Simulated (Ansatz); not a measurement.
I need a composite energy at a relaxed geometry of BFH3 (charge -1), SMILES [BH3-]F. Use Ansatz 0.2.0 through its Python package. Level of theory (for the species named): B3LYP, def2-SVP basis, multiplicity 1.

```yaml
atoms:
  - { symbol: B, position_ang: [-0.0516, 0.0099, 0.0018] }
  - { symbol: F, position_ang: [1.3753, -0.2644, -0.0483] }
  - { symbol: H, position_ang: [-0.3872, 0.1616, 1.1346] }
  - { symbol: H, position_ang: [-0.2877, 0.9992, -0.6181] }
  - { symbol: H, position_ang: [-0.6488, -0.9063, -0.4699] }
```

Script `composite_bfh3.py`:
```python
# -*- coding: utf-8 -*-
'''A composite energy for BFH3(-): DFT geometry, MP2 basis limit, coupled-cluster correction.'''

import itertools

import ansatz
from ase.data import atomic_numbers, covalent_radii
import numpy as np

BASIS_SET = 'def2-SVP'
FUNCTIONAL = 'B3LYP'
NET_CHARGE = -1

geometry_ang = [
    ('B', (-0.0516, 0.0099, 0.0018)),
    ('F', (1.3753, -0.2644, -0.0483)),
    ('H', (-0.3872, 0.1616, 1.1346)),
    ('H', (-0.2877, 0.9992, -0.6181)),
    ('H', (-0.6488, -0.9063, -0.4699)),
]
molecule = ansatz.Crystal.molecule()
for symbol, xyz in geometry_ang:
    molecule = molecule.atom(symbol, xyz)

model = (
    molecule.calculation()
    .basis(gaussian=BASIS_SET)
    .functional(FUNCTIONAL)
    .charge(NET_CHARGE)
    .accuracy('medium')
)
symbols = [site.symbol for site in molecule.cartesian_sites]
start = np.array([site.position_ang for site in molecule.cartesian_sites], dtype=float)
rep = model.relax(force_tolerance=0.01).run().report
end = np.array(rep['positions_ang'])
# pairs closer than 1.2 times the sum of covalent radii, before or after
radius = [covalent_radii[atomic_numbers[s]] for s in symbols]
span = lambda where, i, j: np.linalg.norm(where[i] - where[j])
bonded = [(i, j) for i, j in itertools.combinations(range(len(symbols)), 2) if min(span(start, i, j), span(end, i, j)) < 1.2 * (radius[i] + radius[j])]
print('pair        before    after (A)')
for i, j in bonded:
    print(f'{symbols[i]}{i}-{symbols[j]}{j}'.ljust(10), f'{span(start, i, j):8.4f} {span(end, i, j):8.4f}')

minimum = ansatz.Crystal.molecule()
for symbol, place in zip(symbols, end):
    minimum = minimum.atom(symbol, place.tolist())
at_minimum = minimum.calculation().charge(NET_CHARGE)
# MP2 extrapolated to the basis limit, plus the small-basis difference CCSD(T) - MP2
level = lambda method, basis: at_minimum.basis(gaussian=basis).correlation(method).run().report
small, large, cluster = level('mp2', 'cc-pVDZ'), level('mp2', 'cc-pVTZ'), level('ccsd_t', 'cc-pVDZ')
corr = lambda each: (each['free_energy_ev'] - each['reference_energy_ev']) / 27.211386246
mp2_limit = (27 * corr(large) - 8 * corr(small)) / 19
pieces = {'HF / cc-pVTZ': large['reference_energy_ev'] / 27.211386246, 'MP2 correlation, DZ-TZ limit': mp2_limit, 'CCSD(T) - MP2 / cc-pVDZ': corr(cluster) - corr(small)}
for name, value in pieces.items():
    print(f'{name:32s} {value:14.6f} Ha')
print(f'{"sum":32s} {sum(pieces.values()):14.6f} Ha')
print('T1 diagnostic', round(cluster['correlation']['coupled_cluster']['t1_diagnostic'], 4))
```

```console
$ python composite_bfh3.py
pair        before    after (A)
B0-F1        1.4539   1.4420
B0-H2        1.1912   1.2638
B0-H3        1.1911   1.2638
B0-H4        1.1910   1.2638
HF / cc-pVTZ                        -125.945804 Ha
MP2 correlation, DZ-TZ limit          -0.442715 Ha
CCSD(T) - MP2 / cc-pVDZ               -0.029528 Ha
sum                                 -126.418047 Ha
T1 diagnostic 0.0101
```

These settings explore the input space; basis and method may be short of convergence. The sum leaves out core correlation, relativity, the Hartree-Fock basis error and zero-point energy; a DZ-TZ extrapolation is rough. b3lyp holds the VWN-RPA fit, as in Gaussian; the form of ORCA and Turbomole is b3lyp5. Inner cores stay frozen, so this is valence correlation. An extrapolation from small basis sets is rough. Anions want diffuse functions, which this basis lacks. It ran for 9.4 s on 1 thread of Arm Neoverse N1, on a shared host, peak memory 0.2 GiB.
